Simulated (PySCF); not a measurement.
**Energy profile**

The step: CH₆SSi ([CH3][SiH2][SH]) → SiH₂S ([SiH2][S]) + CH₄; bonds formed: C2–H4; bonds broken: Si1–C2, S3–H4 (atoms numbered as in the saddle structure below).

Si1  (-0.841, -0.715, 0.087)
C2  (0.633, 0.766, 0.045)
S3  (0.166, -2.183, -0.872)
H4  (0.709, -0.472, -0.497)
H5  (-1.975, -0.006, -0.564)
H6  (-1.057, -0.713, 1.557)
H7  (-0.121, 1.553, -0.047)
H8  (1.112, 0.780, 1.022)
H9  (1.374, 0.991, -0.731)
(Å)

Electronic energies by CCSD(T) at an estimated basis limit (MP2 extrapolated from triple and quadruple zeta, plus CCSD(T) − MP2 in triple zeta), on PBE0-D4/def2-TZVP structures; CH6SSi, singlet; no counterpoise correction. Program: PySCF 2.14 with density fitting (its default auxiliary sets; JK sets also for MP2 and CCSD(T)). Basis: def2-TZVPP and def2-QZVPP. Cores are frozen in the correlated methods. Extrapolation: Hartree–Fock as exp(−7.88 √X), correlation as X^−2.97.

**Question.** Give the profile in kcal/mol, counted from the start structure. (To be estimated.)

**Answer.** Computed:
```
                                                                                               point  kcal/mol
                                                                                     start structure      0.00
                                                                                              saddle     56.20
                                                                                       end structure     24.95
separated: SiH2S (linked as [SiH2][S]; Si1, S3, H5, H6; singlet) + CH4 (C2, H4, H7, H8, H9; singlet)     26.38
```

T1 diagnostic: at most 0.018.

For scale, one of the runs: CCSD(T)/def2-TZVPP, 199 basis functions, launched by `OMP_NUM_THREADS=4 python run.py`. The run took 5.2 min on 4 CPU threads of an Arm Neoverse V1 (shared host), with 2.1 GiB of host memory at its peak.
